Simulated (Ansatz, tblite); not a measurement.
**The cluster Si₂Se: one state, many levels**

An exercise on one series of results from a longer session: the logs are not shown, and one member is left open.

The runs use Ansatz 0.2.0, Gaussian basis; as each input shows.

Plan: GFN1-xTB, GFN2-xTB, PBE-D4/def2-TZVP, r2SCAN-D4/def2-TZVP, ωB97X-V/def2-TZVP, CAM-B3LYP-D4/def2-TZVP, PBE-QIDH/def2-TZVP, B2PLYP/def2-TZVP, LC-ωPBE/def2-TZVP, PBE-D4/def2-SVP, PBE0-D4/def2-SVP, HF/STO-3G, HF/6-31G, B3LYP-D4/6-31G, PBE0-D4/def2-TZVPD, PBE-D4/def2-TZVPD, r2SCAN-D4/def2-TZVPD, CCSD(T)/def2-TZVPP, MP2/def2-TZVP, RPA/def2-TZVP, CCSD(T)/def2-TZVPD.

### The geometry

The singlet was relaxed beforehand with PBE-D4/def2-TZVP. At that level it is the lowest of the isomers that a small search found.

3 atoms, charge 0, spin multiplicity 1.

Bond lengths: Si1–Si2 2.417 Å, Si1–Se3 2.296 Å, Si2–Se3 2.296 Å. Angles: Si2–Si1–Se3 58.2°, Si1–Si2–Se3 58.2°, Si1–Se3–Si2 63.5°.

Coordinates:

```
Si   -0.64619    1.20961   -0.05987
Si    0.71769   -0.42048    1.09199
Se   -0.07149   -0.78915   -1.03212
```

PBE0-D4/def2-TZVP was run before; its log isn't repeated, and its numbers join the tables.

The first run:

Tight binding, by tblite at 300 K electronic temperature and without a spin-polarisation term:

```python
tblite.interface.Calculator('GFN1-xTB', numbers, positions, charge=0, uhf=0).singlepoint()
```

Tight binding, by tblite at 300 K electronic temperature and without a spin-polarisation term:

```python
tblite.interface.Calculator('GFN2-xTB', numbers, positions, charge=0, uhf=0).singlepoint()
```

start.molden holds the orbitals of an earlier run on this state, given as this run's starting guess.

File in.yaml:

```yaml
crystal:
  periodic: [false, false, false]
  atoms:
    - {symbol: Si, position_ang: [-0.646191, 1.209613, -0.059868]}
    - {symbol: Si, position_ang: [0.717691, -0.420477, 1.091988]}
    - {symbol: Se, position_ang: [-0.071490, -0.789146, -1.032119]}
basis:
  gaussian: {orbitals: def2-TZVP, initial_orbitals: start.molden}
hamiltonian: {xc: pbe, dispersion: d4}
scf: {omitted_lower_state_checks: [starts]}
output: {orbitals: {seedname: orbitals}}
```

On the command line:

```
> ansatz run in.yaml --threads 4 --pin off --events-out ev --progress --plain --max-ram 3916MiB
```

Among the steps run: PBE-D4/def2-TZVP; r2SCAN-D4/def2-TZVP; ωB97X-V/def2-TZVP; CAM-B3LYP-D4/def2-TZVP; PBE-QIDH/def2-TZVP; B2PLYP/def2-TZVP; LC-ωPBE/def2-TZVP; PBE-D4/def2-SVP; PBE0-D4/def2-SVP; HF/STO-3G; HF/6-31G; B3LYP-D4/6-31G; PBE0-D4/def2-TZVPD; PBE-D4/def2-TZVPD; r2SCAN-D4/def2-TZVPD; CCSD(T)/def2-TZVPP; MP2/def2-TZVP; RPA/def2-TZVP; CCSD(T)/def2-TZVPD.

One table of the session follows, with a row left open; its other results are not shown here.

```
                 level  HOMO (eV)  gap (eV)
             HF/STO-3G      -4.31      9.38
              HF/6-31G      -8.17      7.45
       PBE-D4/def2-SVP      -5.08      1.09
      PBE-D4/def2-TZVP      -5.05      1.07
     PBE-D4/def2-TZVPD      -5.09      1.07
   r2SCAN-D4/def2-TZVP      -5.25      1.26
  r2SCAN-D4/def2-TZVPD      -5.27      1.27
        B3LYP-D4/6-31G      -5.94      2.32
      PBE0-D4/def2-SVP          ?         ?
     PBE0-D4/def2-TZVP      -5.97      2.73
    PBE0-D4/def2-TZVPD      -6.00      2.73
CAM-B3LYP-D4/def2-TZVP      -7.06      4.95
     LC-ωPBE/def2-TZVP      -8.34      7.16
     ωB97X-V/def2-TZVP      -8.02      6.82
```

Estimate the missing values for PBE0-D4/def2-SVP.

As computed: HOMO (eV): -6.04; gap (eV): 2.77. In the column «HOMO (eV)» it lies between CAM-B3LYP-D4/def2-TZVP (-7.06) and PBE0-D4/def2-TZVPD (-6.00).
